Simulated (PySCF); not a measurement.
# How the functional moves excitation energies

Compound: vinylene carbonate, C3H2O3.
SMILES: `O=c1occo1`

Linear-response calculations in the def2-SVPD basis (PySCF; singlets by full response, triplets Tamm–Dancoff, core orbitals frozen in the response; HF means time-dependent Hartree–Fock). 'Strongest' is the level of largest summed f among the singlets computed (10 roots, of which the last may lack a degenerate partner); it can jump between rows when another state enters that window. S1 is the lowest singlet of each run and needn't be the same state throughout; f(S1) is that of one state. Geometry: PBE0-D3(BJ)/def2-SVP; no solvent, vibrations or thermal averaging.

| functional | kind | S1 (eV) | f(S1) | strongest (eV) | T1 (eV) | HOMO (eV) | gap (eV) | ionisation energy, ΔSCF (eV) |
| --- | --- | --- | --- | --- | --- | --- | --- | --- |
| LDA | LDA | 6.13 | 0.070 | 6.46 | 4.42 | -6.55 | 4.99 | 9.96 |
| PBE | GGA | 6.13 | 0.016 | 6.50 | 4.23 | -6.32 | 5.03 | 9.68 |
| B3LYP | global hybrid, 20% exact exchange | 6.42 | 0.019 | 6.89 | 4.23 | -7.33 | 6.77 | 9.86 |
| PBE0 | global hybrid, 25% exact exchange | 6.65 | 0.019 | 7.06 | 4.18 | -7.53 | 7.26 | 9.84 |
| CAM-B3LYP | range-separated hybrid | 6.67 | 0.020 | 7.24 | 4.19 | -8.89 | 9.72 | 9.97 |
| wB97X-D | range-separated hybrid | 6.84 | 0.141 | 7.27 | 4.34 | -9.38 | 10.97 | 9.91 |
| LC-wPBE | range-separated hybrid | 6.97 | 0.154 | 7.56 | 4.10 | -10.19 | 12.16 | 10.04 |
| HF | Hartree–Fock | 7.30 | 0.246 | 7.30 | 3.63 | -10.26 | 12.39 | not settled |

Q: What does BHandHLYP (global hybrid, 50% exact exchange) give?

A: S1 (eV) 6.86, f(S1) 0.025, strongest (eV) 7.55, T1 (eV) 4.11, HOMO (eV) -8.64, gap (eV) 9.42, ionisation energy, ΔSCF (eV) 9.87. S1 runs from 6.13 eV (PBE) to 7.30 eV (HF), a spread of 1.18 eV, while the orbital gap spreads over 7.4 eV. Along PBE (0%), B3LYP (20%), PBE0 (25%), BHandHLYP (50%), HF (100%) S1 rises with the share of exact exchange. −ε(HOMO) comes closest to its own ΔSCF ionisation energy with LC-wPBE (+0.14 eV) and misses most with LDA (-3.41 eV). 'Not settled' means that the ion's SCF failed to converge or may have ended in another state than the lowest.
